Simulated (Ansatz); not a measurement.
Relaxation of BClH4O (7 atoms, charge 0, multiplicity 1), to a largest force component of 0.03 eV/Å in at most 50 steps.

Computed with UHF/def2-SVP in Ansatz.

```xyz
7
Properties=species:S:1:pos:R:3
B -0.136 -1.041 0.667
Cl 1.670 -0.830 0.480
H -0.706 -1.615 -0.202
H -0.625 -0.673 1.683
H 0.624 1.377 -0.510
O -0.325 1.443 -0.597
H -0.502 1.339 -1.521
```

Q: Where does it end, and by what steps?

A: The forces met the threshold. After 13 steps the energy has fallen by 0.273 eV; H7 moved furthest, 0.74 Å. Joined: B1–O6 (2.79 → 1.69 Å).

| step | energy less start (eV) | largest force component (eV/Å) | accepted |
| --- | --- | --- | --- |
| 0 | 0.0000 | 0.996 | yes |
| 1 | 0.1144 | 3.337 | no |
| 2 | -0.0330 | 0.857 | yes |
| 3 | -0.0631 | 1.213 | yes |
| 4 | -0.1054 | 1.252 | yes |
| 5 | -0.1504 | 0.659 | yes |
| 6 | -0.2033 | 0.661 | yes |
| 7 | -0.2303 | 0.267 | yes |
| 8 | -0.2502 | 0.462 | yes |
| 9 | -0.2546 | 0.485 | yes |
| 10 | -0.2582 | 0.220 | yes |
| 11 | -0.2722 | 0.065 | yes |
| 12 | -0.2731 | 0.039 | yes |
| 13 | -0.2732 | 0.025 | yes |

```xyz
7
Properties=species:S:1:pos:R:3
B -0.155 -0.594 0.392
Cl 1.659 -0.957 0.227
H -0.852 -1.334 -0.241
H -0.483 -0.286 1.503
H 0.226 1.541 -0.072
O -0.327 0.865 -0.449
H -0.069 0.764 -1.359
```

Whether the end is a true minimum wasn't checked by a vibrational analysis.

Run time: 35 s on 1 thread of Intel(R) Xeon(R) Processor @ 2.50GHz (Skylake/Cascade Lake) (shared host), peak memory 0.13 GiB.
